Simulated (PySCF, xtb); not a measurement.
**Two structures of C2H2P+**

Structure a is a singlet given by its coordinates and structure b is `[CH+]=C=P`, a singlet. Both are isolated ions in the gas phase, relaxed with PBE0-D3(BJ)/def2-SVP.

a (Å):

```xyz
5

C    -0.6915   -0.9296    0.7962
C     0.0090   -2.0676    0.6895
P     0.8363   -3.4112    0.5662
H    -1.6259   -0.8916    1.3790
H    -0.3495   -0.0049    0.3038
```

Close contacts (Å): C1–C2 1.34, C2–P3 1.58, C1–H4 1.10, C1–H5 1.10.

b (Å):

```json
{"atom": "C", "x (Å)": "-0.5154", "y (Å)": "0.2042", "z (Å)": "-0.3614"}
{"atom": "C", "x (Å)": "-1.0862", "y (Å)": "0.1382", "z (Å)": "0.7317"}
{"atom": "P", "x (Å)": "0.3150", "y (Å)": "0.4818", "z (Å)": "-1.8067"}
{"atom": "H", "x (Å)": "0.0659", "y (Å)": "-0.8253", "z (Å)": "-2.3510"}
{"atom": "H", "x (Å)": "-1.5930", "y (Å)": "0.0639", "z (Å)": "1.6894"}
```

Problem. Estimate which is lower in electronic energy at CCSD(T)/def2-TZVP, and by roughly how much.

Solution. The CCSD(T)/def2-TZVP calculation puts structure a lower, by 19.6 kcal/mol.

Level by level:

```csv
level,geometry,E(b) − E(a) (kcal/mol),departure from the last row (kcal/mol),"job, with rough time for the two"
GFN2-xTB,GFN2-xTB,+9.5,−10.2,"optimisation, 0.2 s"
HF/STO-3G,GFN2-xTB,+16.1,−3.6,"single point, 1.4 s"
r2SCAN-D4/def2-SVP,GFN2-xTB,+21.9,+2.3,"single point, 6.1 s"
PBE0-D3(BJ)/def2-SVP,PBE0-D3(BJ)/def2-SVP,+21.6,+1.9,"optimisation, 23 s"
HF/def2-TZVP,PBE0-D3(BJ)/def2-SVP,+19.2,−0.4,part of the CCSD(T) run
MP2/def2-TZVP,PBE0-D3(BJ)/def2-SVP,+18.2,−1.5,part of the CCSD(T) run
CCSD(T)/def2-TZVP,PBE0-D3(BJ)/def2-SVP,+19.6,,"single point, 33 s"
```

The levels shown agree on the order. The largest departure from CCSD(T)/def2-TZVP is that of GFN2-xTB, 10.2 kcal/mol.

With thermal terms from frequencies at re-optimised GFN2-xTB minima (ideal gas, soft modes damped towards free rotors, one conformer each, 298.15 K, 1 atm): the zero-point term adds −1.7 kcal/mol; ΔH is +18.1 and ΔG +17.4 kcal/mol.

The T1 diagnostic of structures a and b is large, so the coupled-cluster value is less sure. The correlated steps freeze 7 core orbitals. Codes used: PySCF 2.14.0, xtb 6.7.1; the last row on 2 threads of AMD EPYC 7R43 64-Core Processor (Zen 3) on a shared host.
